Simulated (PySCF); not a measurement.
Level sweep

Compound: ethenethiol, C₂H₄S.
Bonds: C1–C2 (double), C2–S3. Hydrogens: H4, H5 on C1; H6 on C2; H7 on S3.

PySCF, dipoles from the SCF density, polarisabilities from static response with core orbitals frozen. Geometry: PBE0-D3(BJ)/def2-SVP, one conformer, isolated molecule.

**Question.** How do dipole and polarisability depend on functional and basis here?

**Answer.** 

```tsv
level	μ (D)	α (Å³)	anisotropy (Å³)
LDA/def2-SVPD	0.775	7.42	4.16
PBE/def2-SVPD	0.765	7.35	4.14
B3LYP/def2-SVPD	0.802	7.22	4.02
PBE0/def2-SVPD	0.870	7.14	3.95
BHandHLYP/def2-SVPD	0.903	7.04	3.87
CAM-B3LYP/def2-SVPD	0.880	7.12	3.90
wB97X-D/def2-SVPD	0.930	7.11	3.84
LC-wPBE/def2-SVPD	1.006	6.92	3.73
HF/def2-SVPD	1.049	6.94	3.76
PBE0/6-31G*	1.043	5.39	4.76
PBE0/def2-SVP	0.861	5.46	4.64
PBE0/6-31+G*	1.001	6.38	4.08
PBE0/aug-cc-pVDZ	0.837	7.24	4.04
PBE0/def2-TZVP	0.810	6.49	4.55
PBE0/def2-TZVPD	0.807	7.33	4.06
PBE0/aug-cc-pVTZ	0.816	7.34	4.06
```

The anisotropy is √(½[(α1 − α2)² + (α2 − α3)² + (α3 − α1)²]). The dipole runs from 0.77 D (PBE/def2-SVPD) to 1.05 D (HF/def2-SVPD). No reference polarisability is at hand; against PBE0 in the largest diffuse basis at hand (aug-cc-pVTZ) the other PBE0 rows deviate by 6-31G* -27%, def2-SVP -26%, 6-31+G* -13%, def2-SVPD -3%, aug-cc-pVDZ -1%, def2-TZVP -12%, def2-TZVPD 0%. In one basis (def2-SVPD) the functionals order the polarisability from LC-wPBE (lowest) to LDA (highest), a spread of 7%. With PBE0 the polarisability is 5.78 Å³ without diffuse functions (mean of 6-31G*, def2-SVP and def2-TZVP) and 7.08 Å³ with them (mean of 6-31+G*, def2-SVPD, aug-cc-pVDZ, def2-TZVPD and aug-cc-pVTZ).
